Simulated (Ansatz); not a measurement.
Cost and result for the atomization energy of `FC1=CNCN1` (11 atoms, 11 bonds).

```json
{"atom": "F1", "x (Å)": "-1.593", "y (Å)": "1.816", "z (Å)": "-0.725"}
{"atom": "C2", "x (Å)": "-0.845", "y (Å)": "0.792", "z (Å)": "-0.348"}
{"atom": "C3", "x (Å)": "-1.203", "y (Å)": "-0.334", "z (Å)": "0.254"}
{"atom": "N4", "x (Å)": "-0.076", "y (Å)": "-1.207", "z (Å)": "0.252"}
{"atom": "C5", "x (Å)": "1.069", "y (Å)": "-0.326", "z (Å)": "-0.005"}
{"atom": "N6", "x (Å)": "0.484", "y (Å)": "0.771", "z (Å)": "-0.779"}
{"atom": "H7", "x (Å)": "-2.190", "y (Å)": "-0.671", "z (Å)": "0.523"}
{"atom": "H8", "x (Å)": "0.037", "y (Å)": "-1.707", "z (Å)": "1.123"}
{"atom": "H9", "x (Å)": "1.505", "y (Å)": "0.054", "z (Å)": "0.939"}
{"atom": "H10", "x (Å)": "1.847", "y (Å)": "-0.841", "z (Å)": "-0.572"}
{"atom": "H11", "x (Å)": "0.967", "y (Å)": "1.652", "z (Å)": "-0.660"}
```

Total charge 0; spin multiplicity 1. All single points use the PBE0-D4/def2-TZVP geometry. Program: Ansatz. All runs use 4 threads of an Arm Neoverse V2 on a shared host. Times are those of one run each, without the atoms' runs, and a repeat can differ threefold. Electronic energies, without spin–orbit coupling; frozen cores. CCSD(T)/CBS adds CCSD(T) − MP2 in def2-TZVPP to the MP2 limit, and its time is that of the two runs behind it. T1 = 0.012.

CCSD(T)/CBS is a level of theory with its own doubt, some kJ/mol a heavy atom from the limit and from the frozen cores, so smaller differences don't rank the functionals.

```tsv
level	functions	wall time
LDA (SPW92)/def2-TZVPP	256	1.1 s
revPBE-D4/def2-TZVPP	256	1.9 s
BHLYP-D4/def2-TZVPP	256	2.7 s
CAM-B3LYP-D4/def2-TZVPP	256	3 s
r2SCAN-D4/def2-TZVPP (with forces)	256	4.4 s
PBE-QIDH/def2-TZVPP	256	5.5 s
ωB97X-V/def2-TZVPP	256	7 s
CCSD(T)/def2-SVP	109	7.5 s
B97M-V/def2-TZVPP	256	8 s
ωB97M-V/def2-TZVPP (with forces)	256	10 s
MP2/def2-QZVPP	492	24 s
CCSD(T)/def2-TZVPP	256	3.5 min
CCSD(T)/CBS(def2)	–	3.9 min
```

(1) What atomization energy does each give, and how far from CCSD(T)/CBS? (Estimate.)

Results:

(1) Computed: 
```csv
level,atomization (kJ/mol),difference from CCSD(T)/CBS,per bond
LDA (SPW92)/def2-TZVPP,5298.8,861.4,78.3
revPBE-D4/def2-TZVPP,4509.0,71.6,6.5
BHLYP-D4/def2-TZVPP,4264.0,-173.4,-15.8
CAM-B3LYP-D4/def2-TZVPP,4490.7,53.3,4.8
r2SCAN-D4/def2-TZVPP (with forces),4457.0,19.6,1.8
PBE-QIDH/def2-TZVPP,4432.6,-4.8,-0.4
ωB97X-V/def2-TZVPP,4476.8,39.4,3.6
CCSD(T)/def2-SVP,4192.5,-244.9,-22.3
B97M-V/def2-TZVPP,4449.9,12.5,1.1
ωB97M-V/def2-TZVPP (with forces),4477.8,40.4,3.7
MP2/def2-QZVPP,4500.7,63.3,5.8
CCSD(T)/def2-TZVPP,4298.9,-138.5,-12.6
CCSD(T)/CBS(def2),4437.4,0.0,0.0
```

From r2SCAN to r2SCAN0 (25 % exact exchange), in def2-TZVPP and without D4, the atomization energy moves by −102.2 kJ/mol: exact exchange takes away binding that semilocal exchange gives to molecules. In def2-TZVPP, CCSD(T) changes the Hartree–Fock value by +1327.0 kJ/mol (the triples alone add +92.8 kJ/mol) and MP2 by +1446.5 kJ/mol; breaking electron pairs costs correlation energy, which Hartree–Fock lacks. Leaving LDA and LC-ωPBE aside and taking each functional with its dispersion term where it has one, the values, not all of them listed here, spread over 391.3 kJ/mol, from BHLYP-D4 to PBE-D4. LDA lies +665.1 kJ/mol from PBE without D4, its usual overbinding.
